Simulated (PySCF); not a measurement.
Reaction (SMILES): O (H2O) + H+ → [OH3+]
B3LYP-D3(BJ)/def2-TZVP geometries, fixed; electronic energies without zero-point terms; positive where energy is released.

Basis-set convergence of the proton affinity at HF with PySCF. All functions are spherical. Density fitting with generated auxiliary sets. No added dispersion term, no relativity. Functions are those of the species that has most. Reference: the value in aug-pcseg-3, 175.62 kcal/mol, itself unsure by roughly 0.10 kcal/mol (its mean distance from aug-cc-pVQZ, cc-pV5Z, def2-QZVPPD). Deviations are taken from unrounded values.

| basis | functions | proton affinity (kcal/mol) | minus reference (kcal/mol) |
|---|---|---|---|
| def2-SVP | 29 | 179.25 | 3.63 |
| 6-311G** | 36 | 178.60 | 2.98 |
| 6-311+G** | 40 | 174.94 | -0.68 |
| def2-TZVP | 49 | 175.78 | 0.16 |
| aug-cc-pVDZ | 50 | 173.49 | -2.13 |
| def2-TZVPP | 73 | 176.12 | 0.50 |
| jun-cc-pV(T+d)Z | 81 | 175.16 | -0.45 |
| 6-311++G(3df,3pd) | 93 | 175.02 | -0.60 |
| cc-pVQZ | 145 | 176.10 | 0.48 |
| pcseg-3 | 159 | 175.64 | 0.02 |
| aug-cc-pVQZ | 218 | 175.49 | -0.13 |
| aug-pcseg-3 | 232 | 175.62 | 0.00 |
| cc-pV5Z | 256 | 175.66 | 0.04 |
